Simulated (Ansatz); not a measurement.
We consider zinc-blende GaP, described by PBE (Ansatz, a first-principles code, plane waves, PAW).

Total energies, extrapolated to zero smearing (they compare only within this program, potentials and cutoff; free atoms with spin allowed, lowest state found):

```tsv
system	energy (eV/atom)
zinc-blende GaP, relaxed	-2269.7807
free Ga atom	-3780.3959
free P atom	-752.1991
```

Question: Work out the cohesive energy per atom.

Answer: E_coh = [1 × (-3780.3959) + 1 × (-752.1991)]/2 − (-2269.7807) = 3.48 eV/atom. The reference value is 3.61 eV/atom (measured, static lattice: zero-point vibration energy added, our sources range from 3.61 to 3.69; as tabulated in Mejia-Rodriguez and Trickey (2018), arXiv:1807.09216), a difference of -0.13 eV/atom.

The PAW data were made under PBE.
